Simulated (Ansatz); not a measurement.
**Si2NH6 (SMILES N[SiH][SiH3]): the energy, rung by rung**

The species is Si2NH6 (9 atoms), meant as a doublet with charge 0. As SMILES, `N[SiH][SiH3]`. The shape was relaxed beforehand at B3LYP/def2-SVP. This is one conformer, not always the lowest.

```xyz
9

N    -0.7998    0.8425   -1.4155
Si   -0.4329    0.9159    0.2916
Si    0.6265   -1.0825    0.9728
H    -1.3835    0.0989   -1.7886
H    -0.9139    1.6963   -1.9554
H     0.4775    2.1000    0.4513
H     1.9438   -1.3420    0.3093
H    -0.2721   -2.2383    0.6668
H     0.8429   -1.0370    2.4506
```

Each level gives the dissociation energy of the Si3–Si2 bond into doublet SiH3 and singlet SiNH3 (shapes relaxed at B3LYP/def2-SVP, no zero-point term) (eV). The values are calculated.

```tsv
level	kind	program	value (eV)	less CCSD(T)/def2-TZVP	CPU time (all runs)
UHF/def2-TZVP	Hartree–Fock	Ansatz	1.50	-0.14	3.3 s
UPBE/def2-TZVP	GGA	Ansatz	1.78	+0.14	7 s
U-r2SCAN/def2-TZVP	meta-GGA	Ansatz	1.90	+0.26	14 s
UB3LYP/def2-TZVP	global hybrid	Ansatz	1.59	-0.05	8.4 s
U-wB97M-V/def2-TZVP	range-separated hybrid	Ansatz	1.65	+0.01	33 s
UMP2/def2-TZVP	perturbation theory	Ansatz	1.72	+0.08	4.3 s
UCCSD(T)/def2-TZVP	coupled cluster or CI	Ansatz	1.64	0.00	85 s
```

UCCSD(T)/def2-TZVP is the highest level here, not the true value. The values span 1.50 to 1.90 eV. A fragment with an even electron count was run as a singlet and may have a lower triplet. Measured bond enthalpies also hold zero-point and thermal terms, a few tenths of an eV less. Times are those of the runs behind each value, whatever else they computed, on shared processors of several kinds: orders of magnitude only.
